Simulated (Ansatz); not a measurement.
# Structure optimisation: rhodium, fcc

Theory: Ansatz 0.2.0, DFT, BLYP, plane waves (420 eV) with PAW, scalar-relativistic. (PAW data from PBE, frozen cores regenerated.)

k-point mesh 14×14×14, Fermi-Dirac smearing 0.05 eV, starting moments 1.00 μB. Cell and atoms relax.

Starting structure:

```
CELL_PARAMETERS angstrom
0.00000 1.90155 1.90155
1.90155 0.00000 1.90155
1.90155 1.90155 0.00000
ATOMIC_POSITIONS crystal
Rh 0.00000 0.00000 0.00000
```

Question: What cell does the relaxation end in?

Answer: Fm-3m with a = 3.899 Å; 14.82 Å³ per atom against 13.75 at the start (7.8 %).

Question: How much energy does the relaxation gain?

Answer: 60.7 meV per atom.

Path of the relaxation (the plane waves are chosen anew near the end, which can shift the energy a little):

| step | E − E(final) (meV/atom) | V (Å³/atom) | P (GPa) | max force (eV/Å) |
| --- | --- | --- | --- | --- |
| 0 | 60.69 | 13.752 | 19.61 | 0.000 |
| 1 | 26.05 | 15.597 | -9.71 | 0.000 |
| 2 | 1.44 | 14.933 | -1.62 | 0.000 |
| 3 | 0.79 | 14.807 | 0.18 | 0.000 |
| 4 | 0.79 | 14.820 | 0.00 | 0.000 |
| 5 | 0.00 | 14.820 | 0.05 | 0.000 |
| 6 | 0.00 | 14.823 | 0.00 | 0.000 |
| 7 | 0.00 | 14.823 | 0.00 | 0.000 |

Question: Which magnetic state does it end in?

Answer: non-magnetic.
